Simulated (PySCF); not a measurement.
Gas-phase reaction: 3 Si2H5 = Si + 5 SiH3

Method: PySCF energies plus ideal-gas RRHO corrections (1 bar). † marks an energy on the PBE0/def2-TZVP geometry and frequencies; other levels use their own. MP2 and CCSD(T) freeze the core. 6-31G* has spherical d functions here. Open shells (unrestricted): Si2H5 (multiplicity 2), Si (multiplicity 3, electronic degeneracy 9), SiH3 (multiplicity 2). Spin-orbit splitting is ignored; it lowers the true energy and changes the entropy of Si. B3LYP is the form with VWN-RPA correlation. Si2H5: computed as isolated molecules; such fragments, hydroxides, amides, oligomers or adducts are transient or little studied in the gas. MP2 isn't extrapolated to the basis-set limit; its ΔH°(298 K) is 679.8 kJ in def2-SVP and 727.6 kJ in def2-TZVPP. CCSD(T) isn't extrapolated to the basis-set limit; its ΔH°(298 K) is 672.7 kJ in def2-SVP and 724.0 kJ in def2-TZVPP. The harmonic model lacks anharmonicity and excited electronic states, which grow with temperature; levels with a mode under 35 cm⁻¹ are left out. Internal rotation in Si2H5 is treated as a harmonic vibration of one conformer, which makes the entropy rough.

```tsv
level	ΔE electronic, kJ	ΔH°(298 K), kJ	ΔS°(298 K), J/K	ΔG°(2500 K), kJ
B3LYP/6-31G*	724	702	378	-160
B3LYP/def2-TZVP†	727	706	378	-153
CCSD(T)/def2-SVP†	693	673	378	-186
CCSD(T)/def2-TZVPP†	744	724	378	-135
HF/6-31G*	549	526	385	-358
HF/def2-TZVP†	547	527	378	-332
M06-2X/def2-TZVP†	754	734	378	-125
MP2/def2-TZVPP†	748	728	378	-131
PBE/def2-TZVP†	773	753	378	-106
LDA/def2-TZVP†	892	872	378	13
ωB97X-V/def2-TZVP†	804	783	378	-76
```
ΔH° is lowest at HF/6-31G* and highest at LDA/def2-TZVP†. No reference value is set beside these.
